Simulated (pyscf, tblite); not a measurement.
F–Si(F)(F)–O–Si(F)(F)–F + trifluoromethyl (F–C•(F)–F) → F–Si•(F)–O–Si(F)(F)–F + tetrafluoromethane (F–C(F)(F)–F): energy along the mass-weighted descent from the GFN2-xTB with spin polarisation saddle (tblite), relative to the relaxed reactant side, a complex of the molecules.

(s (amu^1/2 bohr), E (kcal/mol)): (-11.0, 1.4); (-10.3, 1.7); (-8.40, 4.0); (-6.48, 8.9); (-4.68, 17.2); (-2.76, 34.3); (-0.840, 54.8); (1.08, 51.5); (3.00, 33.2); (4.92, 29.7); (6.84, 28.4); (8.64, 27.9); (10.6, 27.6); (12.5, 27.4); (14.4, 27.2)

Problem. The GFN2-xTB with spin polarisation barrier from the reactant side is 57.9 kcal/mol. What does ωB97X-D3(BJ) (PySCF) give from its own reactant-side minimum, in def2-SVP and in def2-TZVP?

Solution. 61.7 kcal/mol in the double-zeta basis after reoptimising the saddle, and 69.4 kcal/mol in the triple-zeta single point, so the tight-binding barrier lies 11.5 kcal/mol under the latter. The imaginary mode goes from 651i to 914i cm⁻¹.
